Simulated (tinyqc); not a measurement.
Inside a calculation. Method: extended Hueckel theory, for PH3. Computed by tinyqc, a small Python program that keeps every step (integrals from PySCF). Settings: charge = 0, K = 1.5, weighted = 1, multiplicity = 1. Command: `OMP_NUM_THREADS=1 python tinyqc.py 24390 24391 out.jsonl` (the two numbers bound the seeds that draw the settings). One thread of a shared host (Intel(R) Xeon(R) Processor @ 2.60GHz), about 0.01 s of CPU time with the checks.

## Overlaps

Geometry (angstrom):
```
atom        x        y       z
P      0.0000   0.0000  0.7490
H      1.1580   0.0000  0.0000
H     -0.5790   1.0030  0.0000
H     -0.5790  -1.0030  0.0000
```

Parameters chosen for this run:
```
element  shell  Slater exponent  H_ii (eV)
H           1s           1.3000   -13.6000
P           3s           1.7500   -18.6000
P           3p           1.3000   -14.0000
```

Slater orbitals, each expanded in six Gaussians scaled to its exponent.

overlap S, order 1P 3s, 1P 3px, 1P 3py, 1P 3pz, 2H 1s, 3H 1s, 4H 1s:
```
[[1.0000, 0.0000, 0.0000, 0.0000, 0.4112, 0.4112, 0.4112],
 [0.0000, 1.0000, 0.0000, 0.0000, 0.4649, -0.2324, -0.2324],
 [0.0000, 0.0000, 1.0000, 0.0000, 0.0000, 0.4027, -0.4027],
 [0.0000, 0.0000, 0.0000, 1.0000, -0.3007, -0.3007, -0.3007],
 [0.4112, 0.4649, 0.0000, -0.3007, 1.0000, 0.1016, 0.1016],
 [0.4112, -0.2324, 0.4027, -0.3007, 0.1016, 1.0000, 0.1015],
 [0.4112, -0.2324, -0.4027, -0.3007, 0.1016, 0.1015, 1.0000]]
```

## Wolfsberg-Helmholz matrix

diagonal H_ii (eV): [-18.6000, -14.0000, -14.0000, -14.0000, -13.6000, -13.6000, -13.6000]

K = 1.5000

H_ij = K' S_ij (H_ii + H_jj)/2 for i != j (the diagonal keeps H_ii), with K' = K + D^2 + D^4 (1 - K), D = (H_ii - H_jj)/(H_ii + H_jj), K = 1.5.

H (eV), order 1P 3s, 1P 3px, 1P 3py, 1P 3pz, 2H 1s, 3H 1s, 4H 1s:
```
[[-18.6000, 0.0000, 0.0000, 0.0000, -10.0881, -10.0870, -10.0870],
 [0.0000, -14.0000, 0.0000, 0.0000, -9.6254, 4.8121, 4.8121],
 [0.0000, 0.0000, -14.0000, 0.0000, 0.0000, -8.3361, 8.3361],
 [0.0000, 0.0000, 0.0000, -14.0000, 6.2257, 6.2250, 6.2250],
 [-10.0881, -9.6254, 0.0000, 6.2257, -13.6000, -2.0719, -2.0719],
 [-10.0870, 4.8121, -8.3361, 6.2250, -2.0719, -13.6000, -2.0711],
 [-10.0870, 4.8121, 8.3361, 6.2250, -2.0719, -2.0711, -13.6000]]
```

## Orbitals

valence electrons = 8

Solve H C = S C e through S^(-1/2); fill by pairs from the bottom, a degenerate level sharing its electrons equally; each orbital has its largest coefficient positive (the first on a tie).

orbital energies (eV): [-20.1261, -16.1895, -16.1893, -14.7589, -2.4127, -2.4122, 14.3954]

occupations: [2.0000, 2.0000, 2.0000, 2.0000, 0.0000, 0.0000, 0.0000]

coefficients, order 1P 3s, 1P 3px, 1P 3py, 1P 3pz, 2H 1s, 3H 1s, 4H 1s:
```
[[0.7090, 0.0000, 0.0000, 0.3796, -0.0001, 0.0000, 1.2440],
 [0.0000, 0.0000, 0.6176, 0.0000, 1.0878, 0.0000, 0.0003],
 [0.0000, 0.6175, 0.0000, 0.0000, 0.0000, 1.0878, 0.0000],
 [-0.0169, 0.0000, 0.0000, 0.8544, 0.0001, 0.0000, -0.9531],
 [0.1990, 0.0000, 0.4295, -0.1209, -0.9881, 0.0000, -0.8550],
 [0.1990, 0.3720, -0.2148, -0.1209, 0.4942, -0.8558, -0.8547],
 [0.1990, -0.3720, -0.2148, -0.1209, 0.4942, 0.8558, -0.8547]]
```

sum of one-electron energies = -134.5275 eV

Within a degenerate level the vectors are fixed only up to a rotation; this is one choice.

## Mulliken analysis

P = C n C^T; charge = valence electrons (H 1, P 5) minus the sum of (P S)_ii on the atom; overlap population = 2 sum P_ij S_ij between two atoms.

charges: [-0.4467, 0.1489, 0.1489, 0.1489]

Overlap populations:
```
pair      value
2-1    0.778199
3-1    0.778173
3-2   -0.015447
4-1    0.778173
4-2   -0.015447
4-3   -0.015441
```
